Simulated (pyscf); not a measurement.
Optimised with ωB97X-D3(BJ)/def2-SVP in PySCF.

### Question
Estimate the classical barrier height and the reaction energy of HO–Ti(OH)(Cl)–Cl + water (H₂O) → HO–Ti(OH)(OH)–Cl + hydrogen chloride (HCl) at ωB97M-D3(BJ)/def2-TZVP. The step runs on the singlet surface, breaks Cl–Ti, H–O and forms O–Ti, Cl–H; take the separated reactants as zero.

### Answer
ΔE‡ = 11.1 kcal/mol, ΔE = +5.1 kcal/mol. Zero-point energy shifts the barrier by -1.1 kcal/mol. It is a four-centre exchange, with an imaginary mode of 703i cm⁻¹. On the reactant side the descent ends in an adduct with a O–Ti contact (not fully relaxed), 11.8 kcal/mol under the separated species and 22.4 kcal/mol under the saddle at ωB97X-D3(BJ)/def2-TZVP. What is counted as formed (O–Ti) is already present as a longer contact in the reactant adduct; forming that adduct is a step of its own. One saddle was located; it need not be the lowest between these sides.
